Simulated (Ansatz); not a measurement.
**C₂H, doublet: the ladder up to full CI**

Geometry: a point of a breathe scan, not a stationary point.

```yaml
atoms:
  - { symbol: C, position_ang: [0.0000, 0.0000, 0.0396] }
  - { symbol: C, position_ang: [0.0000, 0.0000, -1.0226] }
  - { symbol: H, position_ang: [0.0000, 0.0000, 0.9830] }
```

Basis 6-31G; Ansatz 0.2.0. Correlated methods freeze the noble-gas cores, which leaves 9 electrons in 18 orbitals. Prefix R: restricted or restricted open-shell reference; prefix U: unrestricted. Active spaces: valence = (9e, 9o) chosen from the atoms' valence shells; pair = (3e, 3o) about the gap.

Full CI is exact within this basis and frozen core; it isn't the basis-set limit. The frozen core follows each run's orbitals, which can shift R against U totals by a few meV.

Unrestricted rows (U) aren't spin-pure: their determinants' ⟨S²⟩ exceeds S(S+1) by up to 0.12, so they mix in states of higher spin. For open shells CISD and CISDTQ are restricted-active-space CI with the open shells as a complete middle space.

```
UHF ⟨S²⟩                          : 0.871
T1 diagnostic (RCCSD)             : 0.0233
largest doubles amplitude (RCCSD) : 0.090
T1 diagnostic (UCCSD)             : 0.0304
```

```tsv
level	E − E(RHF) (eV)
UHF	-0.2224
RMP2	-3.9145
UMP2	-3.8307
RCCSD	-4.4111
UCCSD	-4.4119
RCCSD(T)	-4.5159
UCCSD(T)	-4.5129
```

Task: Estimate how far full CI in 6-31G lies from RCCSD(T). The table doesn't fix it; the size of (T) and the diagnostics are the guide.

Result: Full CI in 6-31G lies 0.99 mEh below RCCSD(T), which is 26 % of the (T) step (-3.85 mEh). The diagnostics give no warning, yet the rest is a sizeable part of (T).

The other levels:

| level | E − E(full CI) (mEh) | share of correlation (%) | wall time |
| --- | --- | --- | --- |
| CISD | 14.32 | 91.42 | 0.54 s |
| BCCD(T) | 1.03 | 99.38 | 0.57 s |
| RCCSDT | 0.64 | 99.61 | – |
| UCCSDT | 0.63 | 99.62 | – |
| CISDTQ | 0.55 | 99.67 | 6 s |
| RCCSDT(Q) | 0.04 | 99.98 | 3.3 s |
| UCCSDT(Q) | 0.07 | 99.96 | 3.3 s |
| RCCSDTQ | 0.05 | 99.97 | 29 s |
| CASSCF (pair space) | 142.14 | 14.86 | – |
| NEVPT2 (pair space) | 18.06 | 89.18 | 0.3 s |
| MRCISD (pair space) | 10.68 | 93.60 | – |
| MRCISD+Q (pair space) | 1.50 | 99.10 | 0.57 s |
| CASSCF (valence space) | 46.55 | 72.12 | – |
| NEVPT2 (valence space) | 12.67 | 92.41 | 2.6 s |
| MRCISD (valence space) | 1.50 | 99.10 | – |
| MRCISD+Q (valence space) | 0.53 | 99.68 | 3.8 s |

The correlation energy at full CI, counted from RHF, is -4.543 eV. That run took 63 s on 1 thread of Arm Neoverse V1, shared host over 6,551,776 determinants.

Times hold each run's SCF and search for its determinant on a shared host, so for small cases they say little of a method's own cost; they ran on 1 thread of Arm Neoverse V1.

The full-CI state has the irrep A1 of C2v, in the program's axes (one component, if the state is degenerate).

Natural occupations of full CI about the gap: 1.982 1.976 1.929 1.929 0.998 0.062 0.062 0.018 0.010 0.007; effectively unpaired electrons, Σ n²(2−n)², 1.07.
